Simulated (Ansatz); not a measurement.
The input, for Ansatz 0.2.0:

```yaml
crystal:
  periodic: [false, false, false]
  atoms:
    - {symbol: Al, position_ang: [0.000000, 0.000000, 0.284400]}
    - {symbol: P, position_ang: [0.000000, 0.000000, -1.859800]}
    - {symbol: H, position_ang: [0.000000, 0.000000, 1.575400]}
basis:
  gaussian: {orbitals: 6-31G}
magnetization: {spin_polarized: false, initial_magnetization: 1}
correlation: {active_space: {ras: {orbitals: [4, 1, 13], electrons: 9, max_holes: 2, max_particles: 2}, fixed_orbitals: true}}
```

```sh
$ ansatz run in.yaml --threads 1 --pin off --events-out ev --progress --plain --max-ram 2393MiB
```

Log:

```
310 factors; integrals over basis functions are off by at most 1.5e-4 eV
mean field evaluation 1: about -15865.2804 eV, gradient 1.3e1 eV
mean field evaluation 2: about -15865.2841 eV, gradient 1.3e1 eV
mean field evaluation 4: about -15866.2146 eV, gradient 1.7e0 eV
mean field evaluation 8: about -15866.2475 eV, gradient 4.2e-3 eV
mean field evaluation 16: about -15866.2517 eV, gradient 3.3e-3 eV
mean field evaluation 32: about -15864.4113 eV, gradient 1.3e-6 eV
mean field -15866.24753692 eV, -583.0738424528 hartree, gradient 9.6e-7 eV, S^2 0.750000; 4 other end points of the search recorded, 0 dependent functions left out
reference -15866.24753692 eV, -583.0738424528 hartree; 15, 14 occupied and 13, 14 virtual orbitals, 310 factors
state -15868.67410315 eV, -583.1630171170 hartree
Total energy: -15868.67410315 eV, -583.1630171170 hartree
```

Natural occupations: 1.9841 1.9762 1.9597 1.9383 0.9880 0.0580 0.0389 0.0205 0.0104 0.0074 0.0049 0.0049 0.0032 0.0029 0.0011 0.0007 0.0004 0.0002.

For the same geometry and basis full CI lies 263.3 meV lower.

Ran on 1 thread of Arm Neoverse V2, shared host: 0.63 s wall, 0.14 GiB peak host memory.
